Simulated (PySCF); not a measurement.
## Proton affinity of methanethiol, site by site

Molecule: methanethiol, `CS` (CH4S). Atom numbers as in the mapped SMILES `[CH3:1][SH:2]`.

These are calculated values, M06-2X/def2-TZVP in PySCF (grid level 3) at geometries from PBE0-D3(BJ)/def2-SVP. Zero-point and thermal terms (298.15 K, 1 bar) come from unscaled PBE0-D3(BJ)/def2-SVP harmonic frequencies, with soft modes damped to free rotors in the entropy.

| site | product | PA / eV | GB / eV |
| --- | --- | --- | --- |
| S2 (thiol sulfur) | `C[SH2+]` | 7.98 | 7.65 |

PA is −ΔH and GB is −ΔG of B + H⁺ → BH⁺ in the gas phase. Sites whose products fell apart, merged with another or lost in a GFN2-xTB screen aren't listed.

Measured values (NIST Chemistry WebBook, evaluated or the median of agreeing entries): proton affinity (−ΔH) 773 kJ/mol (computed 769, difference -4); gas-phase basicity (−ΔG) 742 kJ/mol (computed 738, difference -4).

Hardware: 1 thread of Arm Neoverse V2, shared with other jobs. Command: `OMP_NUM_THREADS=1 python redox_run.py task.json out`. Structures, frequencies and single points: 38 s.
